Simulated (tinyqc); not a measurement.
Inside a calculation (part 1 of 2). Method: CIS on RHF in the sto-3g basis, for H2F+, spin multiplicity 1. Computed by tinyqc, a small Python program that keeps every step (integrals from PySCF). Settings: charge = 1, multiplicity = 1, basis = sto-3g, method = RHF, energy threshold = 1e-10, iteration cap = 84, orthogonalisation = symmetric, start = atomic densities, DIIS depth = 6. Command: `OMP_NUM_THREADS=1 python tinyqc.py 24290 24291 out.jsonl` (the two numbers bound the seeds that draw the settings). One thread of a shared host (Intel(R) Xeon(R) Processor @ 2.60GHz), about 0.09 s of CPU time with the checks. The early iterations of the SCF are left out here.

## One-electron integrals

Geometry (angstrom):
```
atom         x          y         z
F     0.000000   0.000000  0.000000
H     0.000000   0.803000  0.476000
H     0.000000  -0.803000  0.476000
```

Basis sto-3g: exponents (1/bohr^2) and contraction coefficients of normalised primitives:
```
element  l (shell)    exponent  coefficient
F            s (1)  166.679130     0.154329
F            s (1)   30.360812     0.535328
F            s (1)    8.216821     0.444635
F            s (2)    6.464803    -0.099967
F            s (2)    1.502281     0.399513
F            s (2)    0.488588     0.700115
F            p (3)    6.464803     0.155916
F            p (3)    1.502281     0.607684
F            p (3)    0.488588     0.391957
H            s (1)    3.425251     0.154329
H            s (1)    0.623914     0.535328
H            s (1)    0.168855     0.444635
```

Overlap, kinetic and nuclear-attraction integrals over the contracted functions; the nuclear repulsion is the sum of Za Zb / Rab.

nuclear repulsion = 10.53345662 hartree

overlap S, order 1F 1s, 1F 2s, 1F 2px, 1F 2py, 1F 2pz, 2H 1s, 3H 1s:
$$\begin{pmatrix}
1.000000 & 0.237990 & 0.000000 & 0.000000 & 0.000000 & 0.047576 & 0.047576 \\
0.237990 & 1.000000 & 0.000000 & 0.000000 & 0.000000 & 0.437889 & 0.437889 \\
0.000000 & 0.000000 & 1.000000 & 0.000000 & 0.000000 & 0.000000 & 0.000000 \\
0.000000 & 0.000000 & 0.000000 & 1.000000 & 0.000000 & 0.295506 & -0.295506 \\
0.000000 & 0.000000 & 0.000000 & 0.000000 & 1.000000 & 0.175169 & 0.175169 \\
0.047576 & 0.437889 & 0.000000 & 0.295506 & 0.175169 & 1.000000 & 0.220128 \\
0.047576 & 0.437889 & 0.000000 & -0.295506 & 0.175169 & 0.220128 & 1.000000
\end{pmatrix}$$

kinetic energy T (hartree), order 1F 1s, 1F 2s, 1F 2px, 1F 2py, 1F 2pz, 2H 1s, 3H 1s:
$$\begin{pmatrix}
36.984577 & -0.212858 & 0.000000 & 0.000000 & 0.000000 & -0.000961 & -0.000961 \\
-0.212858 & 1.037995 & 0.000000 & 0.000000 & 0.000000 & 0.119961 & 0.119961 \\
0.000000 & 0.000000 & 3.248015 & 0.000000 & 0.000000 & 0.000000 & 0.000000 \\
0.000000 & 0.000000 & 0.000000 & 3.248015 & 0.000000 & 0.225073 & -0.225073 \\
0.000000 & 0.000000 & 0.000000 & 0.000000 & 3.248015 & 0.133418 & 0.133418 \\
-0.000961 & 0.119961 & 0.000000 & 0.225073 & 0.133418 & 0.760032 & 0.002078 \\
-0.000961 & 0.119961 & 0.000000 & -0.225073 & 0.133418 & 0.002078 & 0.760032
\end{pmatrix}$$

nuclear attraction V (hartree), order 1F 1s, 1F 2s, 1F 2px, 1F 2py, 1F 2pz, 2H 1s, 3H 1s:
$$\begin{pmatrix}
-78.143353 & -9.446635 & 0.000000 & 0.000000 & -0.014818 & -1.944526 & -1.944526 \\
-9.446635 & -12.667156 & 0.000000 & 0.000000 & -0.177963 & -4.297739 & -4.297739 \\
0.000000 & 0.000000 & -12.499035 & 0.000000 & 0.000000 & 0.000000 & 0.000000 \\
0.000000 & 0.000000 & 0.000000 & -12.665055 & 0.000000 & -2.532917 & 2.532917 \\
-0.014818 & -0.177963 & 0.000000 & 0.000000 & -12.557372 & -1.553990 & -1.553990 \\
-1.944526 & -4.297739 & 0.000000 & -2.532917 & -1.553990 & -6.453669 & -1.614864 \\
-1.944526 & -4.297739 & 0.000000 & 2.532917 & -1.553990 & -1.614864 & -6.453669
\end{pmatrix}$$

core Hamiltonian H = T + V (hartree), order 1F 1s, 1F 2s, 1F 2px, 1F 2py, 1F 2pz, 2H 1s, 3H 1s:
$$\begin{pmatrix}
-41.158776 & -9.659493 & 0.000000 & 0.000000 & -0.014818 & -1.945487 & -1.945487 \\
-9.659493 & -11.629161 & 0.000000 & 0.000000 & -0.177963 & -4.177778 & -4.177778 \\
0.000000 & 0.000000 & -9.251020 & 0.000000 & 0.000000 & 0.000000 & 0.000000 \\
0.000000 & 0.000000 & 0.000000 & -9.417041 & 0.000000 & -2.307843 & 2.307843 \\
-0.014818 & -0.177963 & 0.000000 & 0.000000 & -9.309357 & -1.420571 & -1.420571 \\
-1.945487 & -4.177778 & 0.000000 & -2.307843 & -1.420571 & -5.693637 & -1.612787 \\
-1.945487 & -4.177778 & 0.000000 & 2.307843 & -1.420571 & -1.612787 & -5.693637
\end{pmatrix}$$

## Two-electron integrals

Functions are numbered as in S; the eight-fold symmetry (ij|kl) = (ji|kl) = (kl|ij) leaves the list below.

Two-electron integrals (ij|kl) in chemists' order, unique and non-zero (hartree):
```
(11|11) 5.403501    (21|11) 0.841920    (21|21) 0.156299    (22|11) 1.268028
(22|21) 0.292344    (22|22) 0.926167    (31|31) 0.027998    (32|31) 0.043169
(32|32) 0.204588    (33|11) 1.264502    (33|21) 0.292403    (33|22) 0.925959
(33|33) 0.997514    (41|41) 0.027998    (42|41) 0.043169    (42|42) 0.204588
(43|43) 0.053770    (44|11) 1.264502    (44|21) 0.292403    (44|22) 0.925959
(44|33) 0.889973    (44|44) 0.997514    (51|51) 0.027998    (52|51) 0.043169
(52|52) 0.204588    (53|53) 0.053770    (54|54) 0.053770    (55|11) 1.264502
(55|21) 0.292403    (55|22) 0.925959    (55|33) 0.889973    (55|44) 0.889973
(55|55) 0.997514    (61|11) 0.171109    (61|21) 0.031477    (61|22) 0.058434
(61|33) 0.058347    (61|41) 0.001105    (61|42) 0.002064    (61|44) 0.058545
(61|51) 0.000655    (61|52) 0.001223    (61|54) 0.000117    (61|55) 0.058417
(61|61) 0.006404    (62|11) 0.411239    (62|21) 0.095990    (62|22) 0.336749
(62|33) 0.331980    (62|41) 0.005593    (62|42) 0.042733    (62|44) 0.342329
(62|51) 0.003315    (62|52) 0.025331    (62|54) 0.006135    (62|55) 0.335617
(62|61) 0.019581    (62|62) 0.147693    (63|31) 0.010312    (63|32) 0.060102
(63|43) 0.009107    (63|53) 0.005398    (63|63) 0.022470    (64|11) 0.232375
(64|21) 0.054964    (64|22) 0.206504    (64|33) 0.197524    (64|41) 0.013129
(64|42) 0.085165    (64|44) 0.222023    (64|51) 0.001670    (64|52) 0.014857
(64|54) 0.009124    (64|55) 0.199733    (64|61) 0.011709    (64|62) 0.110989
(64|64) 0.105286    (65|11) 0.137747    (65|21) 0.032581    (65|22) 0.122411
(65|33) 0.117088    (65|41) 0.001670    (65|42) 0.014857    (65|44) 0.120813
(65|51) 0.011302    (65|52) 0.068909    (65|54) 0.011315    (65|55) 0.129194
(65|61) 0.006941    (65|62) 0.065792    (65|64) 0.049092    (65|65) 0.051570
(66|11) 0.543608    (66|21) 0.128976    (66|22) 0.520023    (66|33) 0.501766
(66|41) 0.009969    (66|42) 0.105529    (66|44) 0.541840    (66|51) 0.005910
(66|52) 0.062555    (66|54) 0.023755    (66|55) 0.515847    (66|61) 0.026510
(66|62) 0.284820    (66|64) 0.248598    (66|65) 0.147363    (66|66) 0.774606
(71|11) 0.171109    (71|21) 0.031477    (71|22) 0.058434    (71|33) 0.058347
(71|41) -0.001105   (71|42) -0.002064   (71|44) 0.058545    (71|51) 0.000655
(71|52) 0.001223    (71|54) -0.000117   (71|55) 0.058417    (71|61) 0.006313
(71|62) 0.019003    (71|64) 0.010393    (71|65) 0.006741    (71|66) 0.025445
(71|71) 0.006404    (72|11) 0.411239    (72|21) 0.095990    (72|22) 0.336749
(72|33) 0.331980    (72|41) -0.005593   (72|42) -0.042733   (72|44) 0.342329
(72|51) 0.003315    (72|52) 0.025331    (72|54) -0.006135   (72|55) 0.335617
(72|61) 0.019003    (72|62) 0.120971    (72|64) 0.062263    (72|65) 0.052243
(72|66) 0.191601    (72|71) 0.019581    (72|72) 0.147693    (73|31) 0.010312
(73|32) 0.060102    (73|43) -0.009107   (73|53) 0.005398    (73|63) 0.017814
(73|73) 0.022470    (74|11) -0.232375   (74|21) -0.054964   (74|22) -0.206504
(74|33) -0.197524   (74|41) 0.013129    (74|42) 0.085165    (74|44) -0.222023
(74|51) -0.001670   (74|52) -0.014857   (74|54) 0.009124    (74|55) -0.199733
(74|61) -0.010393   (74|62) -0.062263   (74|64) -0.014572   (74|65) -0.026294
(74|66) -0.087266   (74|71) -0.011709   (74|72) -0.110989   (74|74) 0.105286
(75|11) 0.137747    (75|21) 0.032581    (75|22) 0.122411    (75|33) 0.117088
(75|41) -0.001670   (75|42) -0.014857   (75|44) 0.120813    (75|51) 0.011302
(75|52) 0.068909    (75|54) -0.011315   (75|55) 0.129194    (75|61) 0.006741
(75|62) 0.052243    (75|64) 0.026294    (75|65) 0.040094    (75|66) 0.091607
(75|71) 0.006941    (75|72) 0.065792    (75|74) -0.049092   (75|75) 0.051570
(76|11) 0.148239    (76|21) 0.034913    (76|22) 0.132893    (76|33) 0.130625
(76|44) 0.133378    (76|51) 0.001955    (76|52) 0.017801    (76|55) 0.134537
(76|61) 0.007039    (76|62) 0.057271    (76|64) 0.037415    (76|65) 0.029086
(76|66) 0.114564    (76|71) 0.007039    (76|72) 0.057271    (76|74) -0.037415
(76|75) 0.029086    (76|76) 0.026882    (77|11) 0.543608    (77|21) 0.128976
(77|22) 0.520023    (77|33) 0.501766    (77|41) -0.009969   (77|42) -0.105529
(77|44) 0.541840    (77|51) 0.005910    (77|52) 0.062555    (77|54) -0.023755
(77|55) 0.515847    (77|61) 0.025445    (77|62) 0.191601    (77|64) 0.087266
(77|65) 0.091607    (77|66) 0.324949    (77|71) 0.026510    (77|72) 0.284820
(77|74) -0.248598   (77|75) 0.147363    (77|76) 0.114564    (77|77) 0.774606
```

## Orthogonalisation

S = U s U^T; symmetric (Loewdin) form X = U s^(-1/2) U^T, so that X^T S X = 1.

eigenvalues of S: [0.405862, 0.457777, 0.906539, 1.000000, 1.075186, 1.322095, 1.832541]

X, order 1F 1s, 1F 2s, 1F 2px, 1F 2py, 1F 2pz, 2H 1s, 3H 1s:
$$\begin{pmatrix}
1.024133 & -0.140491 & 0.000000 & 0.000000 & -0.006659 & 0.019874 & 0.019874 \\
-0.140491 & 1.199112 & 0.000000 & 0.000000 & 0.069273 & -0.254726 & -0.254726 \\
0.000000 & 0.000000 & 1.000000 & 0.000000 & 0.000000 & 0.000000 & 0.000000 \\
0.000000 & 0.000000 & 0.000000 & 1.096385 & 0.000000 & -0.207973 & 0.207973 \\
-0.006659 & 0.069273 & 0.000000 & 0.000000 & 1.027122 & -0.100088 & -0.100088 \\
0.019874 & -0.254726 & 0.000000 & -0.207973 & -0.100088 & 1.162008 & -0.089301 \\
0.019874 & -0.254726 & 0.000000 & 0.207973 & -0.100088 & -0.089301 & 1.162008
\end{pmatrix}$$

## Iteration 8 (converged): orbitals

converged F (hartree), order 1F 1s, 1F 2s, 1F 2px, 1F 2py, 1F 2pz, 2H 1s, 3H 1s:
$$\begin{pmatrix}
-26.629371 & -6.793090 & 0.000000 & 0.000000 & -0.023775 & -1.377409 & -1.377409 \\
-6.793090 & -3.672201 & 0.000000 & 0.000000 & -0.129186 & -1.361370 & -1.361370 \\
0.000000 & 0.000000 & -1.062641 & 0.000000 & 0.000000 & 0.000000 & 0.000000 \\
0.000000 & 0.000000 & 0.000000 & -1.054910 & 0.000000 & -0.590236 & 0.590236 \\
-0.023775 & -0.129186 & 0.000000 & 0.000000 & -1.053080 & -0.411026 & -0.411026 \\
-1.377409 & -1.361370 & 0.000000 & -0.590236 & -0.411026 & -0.951515 & -0.451909 \\
-1.377409 & -1.361370 & 0.000000 & 0.590236 & -0.411026 & -0.451909 & -0.951515
\end{pmatrix}$$

Diagonalise F' = X^T F X, C = X C', fill 5 alpha and 5 beta electrons from the bottom; D = 2 C_occ C_occ^T. Each column has its largest component positive (the first on a tie).

F' = X^T F X (hartree):
$$\begin{pmatrix}
-26.145652 & -3.449448 & 0.000000 & 0.000000 & -0.041082 & -0.203324 & -0.203324 \\
-3.449448 & -2.230003 & 0.000000 & 0.000000 & 0.039816 & -0.558547 & -0.558547 \\
0.000000 & 0.000000 & -1.062641 & 0.000000 & 0.000000 & 0.000000 & 0.000000 \\
0.000000 & 0.000000 & 0.000000 & -0.772944 & 0.000000 & -0.490257 & 0.490257 \\
-0.041082 & 0.039816 & 0.000000 & 0.000000 & -0.966587 & -0.275784 & -0.275784 \\
-0.203324 & -0.558547 & 0.000000 & -0.490257 & -0.275784 & -0.360562 & -0.101447 \\
-0.203324 & -0.558547 & 0.000000 & 0.490257 & -0.275784 & -0.101447 & -0.360562
\end{pmatrix}$$

orbital energies (hartree): MO1 -26.639278, MO2 -2.094790, MO3 -1.255427, MO4 -1.094241, MO5 -1.062641, MO6 0.024057, MO7 0.223367

coefficients C, order 1F 1s, 1F 2s, 1F 2px, 1F 2py, 1F 2pz, 2H 1s, 3H 1s:
$$\begin{pmatrix}
0.994562 & -0.248417 & 0.000000 & 0.066775 & 0.000000 & 0.118728 & 0.000000 \\
0.023916 & 0.932016 & 0.000000 & -0.337254 & 0.000000 & -0.780520 & 0.000000 \\
0.000000 & 0.000000 & 0.000000 & 0.000000 & 1.000000 & 0.000000 & 0.000000 \\
0.000000 & 0.000000 & 0.731926 & 0.000000 & 0.000000 & 0.000000 & 0.867670 \\
0.002630 & 0.117378 & 0.000000 & 0.896946 & 0.000000 & -0.511431 & 0.000000 \\
-0.004765 & 0.088204 & 0.334694 & 0.179851 & 0.000000 & 0.781344 & -0.845056 \\
-0.004765 & 0.088204 & -0.334694 & 0.179851 & 0.000000 & 0.781344 & 0.845056
\end{pmatrix}$$

D after iteration 8, order 1F 1s, 1F 2s, 1F 2px, 1F 2py, 1F 2pz, 2H 1s, 3H 1s:
$$\begin{pmatrix}
2.110649 & -0.460526 & 0.000000 & 0.000000 & 0.066702 & -0.029283 & -0.029283 \\
-0.460526 & 1.965932 & 0.000000 & 0.000000 & -0.386075 & 0.042876 & 0.042876 \\
0.000000 & 0.000000 & 2.000000 & 0.000000 & 0.000000 & 0.000000 & 0.000000 \\
0.000000 & 0.000000 & 0.000000 & 1.071430 & 0.000000 & 0.489943 & -0.489943 \\
0.066702 & -0.386075 & 0.000000 & 0.000000 & 1.636593 & 0.343315 & 0.343315 \\
-0.029283 & 0.042876 & 0.000000 & 0.489943 & 0.343315 & 0.304339 & -0.143743 \\
-0.029283 & 0.042876 & 0.000000 & -0.489943 & 0.343315 & -0.143743 & 0.304339
\end{pmatrix}$$

## Convergence

Stop when the energy changes by less than 1e-10 hartree and every element of the error matrix X^T (F D S - S D F) X is below 3e-06.

Course of the cycle:
```
iteration   E (hartree)     change  largest element of the error matrix
1          -94.24769859          -                             1.34e+00
2          -98.78295223  -4.54e+00                             2.78e-01
3          -98.85882108  -7.59e-02                             2.01e-02
4          -98.85945376  -6.33e-04                             5.50e-03
5          -98.85947785  -2.41e-05                             1.38e-04
6          -98.85947790  -4.81e-08                             5.21e-05
7          -98.85947791  -6.19e-09                             5.72e-07
8          -98.85947791  -5.68e-13                             5.92e-09
```

PySCF RHF in the same basis = -98.85947791 hartree

Converged in 8 iterations.

## Integrals over molecular orbitals

(pq|rs) = sum C_ip C_jq C_kr C_ls (ij|kl), one index at a time.

one-electron integrals over orbitals h = C^T H C (hartree):
$$\begin{pmatrix}
-41.140194 & 0.688370 & 0.000000 & -0.174719 & 0.000000 & -0.316493 & 0.000000 \\
0.688370 & -9.710883 & 0.000000 & 0.291339 & 0.000000 & 1.455249 & 0.000000 \\
0.000000 & 0.000000 & -8.220548 & 0.000000 & 0.000000 & 0.000000 & -2.157592 \\
-0.174719 & 0.291339 & 0.000000 & -8.923913 & 0.000000 & 1.171337 & 0.000000 \\
0.000000 & 0.000000 & 0.000000 & 0.000000 & -9.251020 & 0.000000 & 0.000000 \\
-0.316493 & 1.455249 & 0.000000 & 1.171337 & 0.000000 & -5.630800 & 0.000000 \\
0.000000 & 0.000000 & -2.157592 & 0.000000 & 0.000000 & 0.000000 & -6.149341
\end{pmatrix}$$

Two-electron integrals over orbitals (pq|rs), unique and non-zero (hartree):
```
(11|11) 5.361186    (21|11) -0.499940   (21|21) 0.074174    (22|11) 1.198457
(22|21) -0.018623   (22|22) 0.858617    (31|31) 0.017086    (32|31) 0.025756
(32|32) 0.162409    (33|11) 0.993407    (33|21) -0.007902   (33|22) 0.764879
(33|33) 0.749715    (41|11) 0.133573    (41|21) -0.016430   (41|22) 0.015074
(41|33) 0.005038    (41|41) 0.029571    (42|11) -0.082143   (42|21) 0.008350
(42|22) 0.013680    (42|33) -0.003058   (42|41) 0.030950    (42|42) 0.159952
(43|31) -0.003847   (43|32) 0.004340    (43|43) 0.046744    (44|11) 1.189239
(44|21) -0.015204   (44|22) 0.825649    (44|33) 0.728449    (44|41) -0.011931
(44|42) -0.091214   (44|44) 0.930971    (51|51) 0.029644    (52|51) 0.038934
(52|52) 0.179905    (53|53) 0.038772    (54|51) -0.009792   (54|52) -0.034674
(54|54) 0.056712    (55|11) 1.264000    (55|21) -0.013978   (55|22) 0.877974
(55|33) 0.753474    (55|41) 0.003783    (55|42) -0.045083   (55|44) 0.852502
(55|55) 0.997514    (61|11) 0.240177    (61|21) -0.037425   (61|22) 0.004950
(61|33) 0.002905    (61|41) -0.003134   (61|42) -0.018007   (61|44) 0.014126
(61|55) 0.006515    (61|61) 0.023935    (62|11) -0.313290   (62|21) 0.008318
(62|22) -0.151718   (62|33) -0.093746   (62|41) -0.016866   (62|42) -0.035525
(62|44) -0.118940   (62|55) -0.160811   (62|61) 0.002333    (62|62) 0.080697
(63|31) -0.004156   (63|32) 0.029982    (63|43) 0.015765    (63|63) 0.068833
(64|11) -0.225802   (64|21) 0.002260    (64|22) -0.118527   (64|33) -0.070291
(64|41) -0.007971   (64|42) -0.004394   (64|44) -0.127277   (64|55) -0.120710
(64|61) 0.002119    (64|62) 0.059315    (64|64) 0.057434    (65|51) -0.015516
(65|52) -0.058206   (65|54) -0.003705   (65|65) 0.028865    (66|11) 0.708027
(66|21) -0.005651   (66|22) 0.584102    (66|33) 0.566398    (66|41) 0.016928
(66|42) 0.068591    (66|44) 0.541460    (66|55) 0.557323    (66|61) -0.003983
(66|62) -0.053937   (66|64) -0.028657   (66|66) 0.548370    (71|31) 0.017909
(71|32) 0.025600    (71|43) -0.004162   (71|63) -0.004024   (71|71) 0.018801
(72|31) 0.017239    (72|32) 0.059793    (72|43) -0.024080   (72|63) -0.029761
(72|71) 0.017282    (72|72) 0.055384    (73|11) 0.426587    (73|21) -0.008824
(73|22) 0.197565    (73|33) 0.159706    (73|41) -0.001352   (73|42) -0.055950
(73|44) 0.207909    (73|55) 0.225631    (73|61) 0.005850    (73|62) -0.077236
(73|64) -0.069601   (73|66) 0.021637    (73|73) 0.157693    (74|31) -0.007976
(74|32) -0.056934   (74|43) 0.014255    (74|63) -0.036605   (74|71) -0.008288
(74|72) -0.012167   (74|74) 0.046215    (75|53) 0.025538    (75|75) 0.020421
(76|31) -0.011207   (76|32) -0.103833   (76|43) -0.039116   (76|63) -0.082713
(76|71) -0.011454   (76|72) 0.006859    (76|74) 0.055082    (76|76) 0.158754
(77|11) 0.834813    (77|21) -0.008532   (77|22) 0.632321    (77|33) 0.634546
(77|41) 0.003287    (77|42) 0.006006    (77|44) 0.613160    (77|55) 0.620772
(77|61) 0.003570    (77|62) -0.052116   (77|64) -0.029869   (77|66) 0.546301
(77|73) 0.079011    (77|77) 0.594282
```

## CIS matrix, singlets

A(ia,jb) = (e_a - e_i) d_ij d_ab + 2 (ia|jb) - (ij|ab).

CIS matrix A, singlet (hartree):
```
           1>6        1>7        2>6        2>7        3>6        3>7        4>6        4>7
1>6  26.003177   0.000000   0.010318   0.000000   0.000000   0.022908  -0.012690   0.000000
1>7   0.000000  26.065435   0.000000   0.043095   0.003160   0.000000   0.000000  -0.019863
2>6   0.010318   0.000000   1.696138   0.000000   0.000000  -0.050638   0.050038   0.000000
2>7   0.000000   0.043095   0.000000   1.796603   0.044312   0.000000   0.000000  -0.030340
3>6   0.000000   0.003160   0.000000   0.044312   0.850752   0.000000   0.000000  -0.034093
3>7   0.022908   0.000000  -0.050638   0.000000   0.000000   1.159634  -0.100086   0.000000
4>6  -0.012690   0.000000   0.050038   0.000000   0.000000  -0.100086   0.691705   0.000000
4>7   0.000000  -0.019863   0.000000  -0.030340  -0.034093   0.000000   0.000000   0.796878
5>6   0.000000   0.000000   0.000000   0.000000   0.000000   0.000000   0.000000   0.000000
5>7   0.000000   0.000000   0.000000   0.000000   0.000000   0.000000   0.000000   0.000000

          5>6       5>7
1>6  0.000000  0.000000
1>7  0.000000  0.000000
2>6  0.000000  0.000000
2>7  0.000000  0.000000
3>6  0.000000  0.000000
3>7  0.000000  0.000000
4>6  0.000000  0.000000
4>7  0.000000  0.000000
5>6  0.587104  0.000000
5>7  0.000000  0.706078
```

## CIS singlet states

dipole integrals <i|r|a> (bohr), order 1>6, 1>7, 2>6, 2>7, 3>6, 3>7, 4>6, 4>7, 5>6, 5>7:
$$\begin{pmatrix}
0.000000 & 0.000000 & -0.027421 \\
0.000000 & 0.044668 & 0.000000 \\
0.000000 & 0.000000 & 0.063463 \\
0.000000 & -0.128116 & 0.000000 \\
0.000000 & 0.814588 & 0.000000 \\
0.000000 & 0.000000 & -0.466837 \\
0.000000 & 0.000000 & 0.291687 \\
0.000000 & -0.503632 & 0.000000 \\
-0.022895 & 0.000000 & 0.000000 \\
0.000000 & 0.000000 & 0.000000
\end{pmatrix}$$

Diagonalise A (1 hartree = 27.211386 eV); each vector has its largest component positive (the first on a tie). The transition dipole is mu = sqrt2 sum c_ia <i|r|a>.

singlet excitation energies (eV): [15.975925, 18.223820, 19.213373, 21.232744, 23.517168, 31.928419, 46.378679, 48.969920, 707.583361, 709.279154]

lowest vectors, order 1>6, 1>7, 2>6, 2>7, 3>6, 3>7, 4>6, 4>7, 5>6, 5>7:
$$\begin{pmatrix}
0.000000 & 0.000329 & 0.000000 & 0.000000 & 0.000000 & -0.001044 \\
0.000000 & 0.000000 & 0.000000 & 0.000641 & -0.000355 & 0.000000 \\
0.000000 & -0.038089 & 0.000000 & 0.000000 & 0.000000 & 0.112742 \\
0.000000 & 0.000000 & 0.000000 & 0.008096 & -0.056802 & 0.000000 \\
0.000000 & 0.000000 & 0.000000 & 0.431378 & 0.900906 & 0.000000 \\
0.000000 & 0.196216 & 0.000000 & 0.000000 & 0.000000 & 0.975115 \\
0.000000 & 0.979821 & 0.000000 & 0.000000 & 0.000000 & -0.190890 \\
0.000000 & 0.000000 & 0.000000 & 0.902135 & -0.430280 & 0.000000 \\
1.000000 & 0.000000 & 0.000000 & 0.000000 & 0.000000 & 0.000000 \\
0.000000 & 0.000000 & 1.000000 & 0.000000 & 0.000000 & 0.000000
\end{pmatrix}$$

oscillator strengths 2/3 w |mu|^2: [0.000410, 0.032840, 0.000000, 0.011244, 1.057186, 0.396952]
